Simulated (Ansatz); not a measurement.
A ladder of methods for [BF2]+ (SMILES F[B+]F)

[BF2]+: 3 atoms, total charge +1, spin state singlet. As SMILES, `F[B+]F`. The shape is that of a GFN2-xTB optimisation.

```xyz
3

F     0.3274    1.1339    0.3057
B     0.0007   -0.0003    0.0004
F    -0.3281   -1.1336   -0.3060
```

Each level gives the vertical energy of the triplet above the singlet (eV). The values are calculated.

| level | kind | program | value (eV) | less FCI/STO-3G | CPU time (all runs) |
| --- | --- | --- | --- | --- | --- |
| HF/STO-3G | Hartree–Fock | Ansatz | 10.01 | -0.35 | 0.82 s |
| SVWN5/STO-3G | LDA | Ansatz | 9.93 | -0.43 | 21 s |
| PBE/STO-3G | GGA | Ansatz | 9.72 | -0.64 | 33 s |
| r2SCAN0/STO-3G | hybrid meta-GGA | Ansatz | 10.00 | -0.36 | 30 s |
| CAM-B3LYP/STO-3G | range-separated hybrid | Ansatz | 9.99 | -0.37 | 6.1 s |
| B2PLYP/STO-3G | double hybrid | Ansatz | 10.30 | -0.06 | 30 s |
| BCCD(T)/STO-3G | coupled cluster or CI | Ansatz | 10.53 | +0.17 | 1.6 s |
| FCI/STO-3G | exact in the basis | Ansatz | 10.36 | 0.00 | 4.9 s |

FCI/STO-3G is exact within its basis and frozen core, so for wave-function methods in that basis the difference is their error; functionals converge differently with the basis, so for them it is only a difference. The values span 9.72 to 10.53 eV. All rows use very small basis sets, so none should be taken for the real molecule's value. Times are those of the runs behind each value, whatever else they computed, on shared processors of several kinds: orders of magnitude only.
